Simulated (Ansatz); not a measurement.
Two shapes of doublet CNO.

Shape 1:

```xyz
3

N    -0.0794    0.0892    0.0136
C     0.2547    0.3724   -1.1215
O     0.5486    0.8429   -2.1641
```

Shape 2:

```xyz
3

N    -0.0165    0.0336    0.0070
C     0.2216    0.3707   -1.1212
O     0.5185    0.8929   -2.1585
```

Basis set: def2-SVP (spherical functions). Correlated methods keep 3 orbitals frozen. Charge 0, multiplicity 2.

Computed with Ansatz (development build ahead of 0.2.0); each method stands on the lowest determinant of its kind that the runs found.

Q: Which shape is lower in energy, and by how much in each method?

A:

```json
{"method": "UHF", "E(2) − E(1) (eV)": "0.031"}
{"method": "UHF-MP2", "E(2) − E(1) (eV)": "0.098"}
```

Shape 1 is lower. Caution: the unrestricted determinant is spin contaminated. Caution for UHF-MP2: MP2 forces lie far from those of the mean fields.
